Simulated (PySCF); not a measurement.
Match each property card to its molecule.

Structures:
1. `[SiH3][SiH2]c1cccs1`
2. `S=C1C=CC=C1`
3. `C=C=CC#C`
4. `C=CC(=C)[C@H](C=O)OC`
5. `CC[C@@H]1CC[CH2][AlH]1`

Card P (geometry GFN2-xTB):
* Rotational constants A, B, C: 3.075, 0.815, 0.764 GHz
* Static isotropic polarisability (wB97X-D/def2-SVPD): 119.3 au
* Dipole moment (wB97X-D/def2-SVPD): 0.89 D
* HOMO energy (wB97X-D/def2-SVPD): -8.68 eV
* Lowest singlet excitation (TDDFT wB97X-D/def2-SVPD): 5.50 eV (226 nm, f = 0.223)

Card Q (geometry PBE0-D3(BJ)/def2-SVP):
- Rotational constants A, B, C: 26.192, 2.590, 2.397 GHz
- Dipole moment (PBE0-D3(BJ)/def2-SVP): 0.72 D
- Point group: Cs

Card R (geometry GFN2-xTB):
- Rotational constants A, B, C: 8.555, 2.251, 1.782 GHz
- Static isotropic polarisability (wB97X-D/def2-SVPD): 79.6 au
- Lowest triplet excitation (Tamm–Dancoff) (TDA wB97X-D/def2-SVPD): 1.19 eV
- Point group: C2v
- HOMO energy (wB97X-D/def2-SVPD): -8.68 eV

Card S (geometry PBE0-D3(BJ)/def2-SVP):
- Rotational constants A, B, C: 1.945, 1.398, 1.034 GHz
- Static isotropic polarisability (B3LYP/def2-SVPD): 95.8 au
- Lowest singlet excitation (TDDFT B3LYP/def2-SVPD): 4.13 eV (300 nm, f = 0.011)
- HOMO energy (B3LYP/def2-SVPD): -6.75 eV
- Point group: C1
- Lowest triplet excitation (Tamm–Dancoff) (TDA B3LYP/def2-SVPD): 3.11 eV
- Dipole moment (B3LYP/def2-SVPD): 2.83 D

Card T (geometry PBE0-D3(BJ)/def2-SVP):
* Rotational constants A, B, C: 3.341, 1.569, 1.281 GHz
* Static isotropic polarisability (B3LYP/def2-SVPD): 98.8 au
* Lowest singlet excitation (TDDFT B3LYP/def2-SVPD): 4.21 eV (295 nm, f = 0.000)
* Strongest line among the 6 lowest singlet transitions (TDDFT B3LYP/def2-SVPD): S6 at 6.55 eV (189 nm, f = 0.038)
* Dipole moment (B3LYP/def2-SVPD): 0.23 D

All species are isolated and taken at one optimised geometry, non-relativistic unless stated. Electronic properties by PySCF.

Task: Which card belongs to which structure?

Result: P = 1, Q = 3, R = 2, S = 4, T = 5. What ties each card to its structure:
- 1 (card P), C4H8SSi2, monoisotopic mass 144.0 u, 7 heavy atoms: an asymmetric top with C = 0.764 GHz, the lowest such constant on the cards; polarisability 119.3 au for 76 electrons; dipole 0.89 D.
- 2 (card R), C5H4S, monoisotopic mass 96.0 u, 6 heavy atoms: point group C2v; an asymmetric top with C = 1.782 GHz; polarisability 79.6 au for 50 electrons.
- 3 (card Q), C5H4, monoisotopic mass 64.0 u, 5 heavy atoms: point group Cs; an asymmetric top with C = 2.397 GHz, the highest such constant on the cards; dipole 0.72 D.
- 4 (card S), C7H10O2, monoisotopic mass 126.1 u, 9 heavy atoms: an asymmetric top with C = 1.034 GHz; polarisability 95.8 au for 68 electrons; dipole 2.83 D.
- 5 (card T), C6H13Al, monoisotopic mass 112.1 u, 7 heavy atoms: an asymmetric top with C = 1.281 GHz; polarisability 98.8 au for 62 electrons; dipole 0.23 D.
